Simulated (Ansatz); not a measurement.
in.yaml

```yaml
crystal:
  periodic: [false, false, false]
  atoms:
    - {symbol: Al, position_ang: [0.000000, 0.000000, 0.000000]}
    - {symbol: Ga, position_ang: [0.000000, 0.000000, 4.255000]}
basis:
  gaussian: {orbitals: cc-pVTZ}
magnetization: {spin_polarized: false}
correlation: {method: ccsdtq, electrons: outside_noble_gas}
```

```sh
$ ansatz run in.yaml --threads 2 --pin off --events-out ev --progress --plain --max-ram 49920MiB --backend cuda --devices 0, --max-vram 37GiB
```

Output:

```
814 factors; integrals over basis functions are off by at most 1.6e-7 eV
mean field evaluation 1: about -58915.5765 eV, gradient 3.4e0 eV
mean field evaluation 2: about -58915.5792 eV, gradient 3.4e0 eV
mean field evaluation 4: about -58915.7291 eV, gradient 4.4e-1 eV
mean field evaluation 8: about -58915.7305 eV, gradient 2.8e-2 eV
mean field evaluation 16: about -58915.6987 eV, gradient 1.4e0 eV
mean field evaluation 32: about -58913.3614 eV, gradient 2.5e-6 eV
mean field evaluation 64: about -58914.6418 eV, gradient 7.9e-3 eV
mean field evaluation 96: about -58915.7193 eV, gradient 1.6e0 eV
mean field evaluation 128: about -58915.7013 eV, gradient 2.0e0 eV
mean field evaluation 160: about -58901.7569 eV, gradient 5.5e0 eV
...
mean field -58915.73046878 eV, -2165.1131602111 hartree, gradient 1.9e-6 eV, S^2 0.000000; 10 other end points of the search recorded, 0 dependent functions left out; unrestricted orbitals would lower it
...
determinant -58915.73046878 eV, -2165.1131602111 hartree, with singles and doubles -58919.43787458 eV, -2165.2494048616 hartree
determinant -58914.64189382 eV, -2165.0731558193 hartree, with singles and doubles -58918.89594934 eV, -2165.2294894762 hartree
determinant -58913.36141502 eV, -2165.0260990914 hartree, with singles and doubles -58917.97265362 eV, -2165.1955589844 hartree
determinant -58903.12915204 eV, -2164.6500703627 hartree, with no singles and doubles
determinant -58915.73046878 eV, -2165.1131602111 hartree, with singles and doubles -58919.33190994 eV, -2165.2455107326 hartree
determinant -58914.64189382 eV, -2165.0731558193 hartree, with singles and doubles -58918.77861044 eV, -2165.2251773511 hartree
19 core orbitals not correlated: weight in the atoms' cores, before any rotation towards them, 1.000 or more for the frozen orbitals, at most 0.000 for the correlated occupied ones
reference -58915.73046878 eV, -2165.1131602111 hartree; 3, 3 occupied and 55, 55 virtual orbitals, 814 factors
second order -2.65245492 eV of doubles, -0.00000000 eV of singles
...
cycle  19  -3.87807525 eV  change   -2.0e-5 eV  update   1.4e-5
cycle  20  -3.87807958 eV  change   -4.3e-6 eV  update   9.1e-6
cycle  21  -3.87808364 eV  change   -4.1e-6 eV  update   4.9e-6
cycle  22  -3.87808221 eV  change    1.4e-6 eV  update   3.1e-6
cycle  23  -3.87807927 eV  change    2.9e-6 eV  update   2.3e-6
cycle  24  -3.87807799 eV  change    1.3e-6 eV  update   1.8e-6
cycle  25  -3.87807931 eV  change   -1.3e-6 eV  update   1.4e-6
cycle  26  -3.87808114 eV  change   -1.8e-6 eV  update   1.2e-6
cycle  27  -3.87808311 eV  change   -2.0e-6 eV  update   7.9e-7
cycle  28  -3.87808358 eV  change   -4.7e-7 eV  update   4.3e-7
Total energy: -58919.60855235 eV, -2165.2556771540 hartree
```

The T1 diagnostic is 0.033.

For the same geometry and basis full CI lies 1.4 meV lower. By full CI's occupations no single determinant describes the state well. RHF is unstable: UHF (⟨S²⟩ = 1.02) lies 0.84 eV below the lowest RHF solution. Higher spins weren't run at this geometry and may lie near or lower.

Ran on 2 threads of AMD EPYC 7R13 with a shared H100 80 GB, shared host: 14 s wall, 0.83 GiB peak host memory.
